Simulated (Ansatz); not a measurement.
# [Cl···H···CH₃], doublet along the distance Cl1-H2

Starting geometry:

```xyz
6

Cl   -0.8992    0.0000    0.0000
H     0.3796    0.0000    0.0000
C     2.0948    0.0000    0.0000
H     2.0948   -1.0800    0.0000
H     2.0948    0.5400    0.9353
H     2.0948    0.5400   -0.9353
```

From there H2 is moved from one fragment to the other while all else, the fragments' distance too, stays fixed; atoms are numbered as listed. Energies are in kcal/mol, counted from the starting geometry at the same level. Kohn–Sham curves are unrestricted where that lies lower.

Basis cc-pVDZ; Ansatz 0.2.0. Correlated methods freeze the noble-gas cores. Prefix R: restricted or restricted open-shell reference; prefix U: unrestricted.

Full CI isn't at hand for all of this; UCCSDT(Q) serves as the reference, and is uncertain by about the last step of the cluster series.

```tsv
distance Cl1-H2 (Å)	PBE
1.279	0.0
1.368	-2.1
1.547	-0.9
1.725	0.6
1.904	6.6
```

**Question.** Estimate the UCCSDT(Q) curve in cc-pVDZ from this one, knowing how PBE errs.

**Answer.** The computed UCCSDT(Q) values, in kcal/mol from the starting point, and the error of PBE against them:
```csv
distance Cl1-H2 (Å),UCCSDT(Q),PBE less UCCSDT(Q)
1.279,0.0,0.0
1.368,0.3,-2.4
1.547,6.0,-6.9
1.725,8.6,-8.1
1.904,12.1,-5.4
```

The error spans 8.1 kcal/mol and is largest, -8.1 kcal/mol, at 1.725 Å.

In so small a basis the reference is far from its limit while semilocal and hybrid functionals are nearer theirs, so the functionals' errors here hold much of the reference's basis and frozen-core error, which can add to them or hide them.
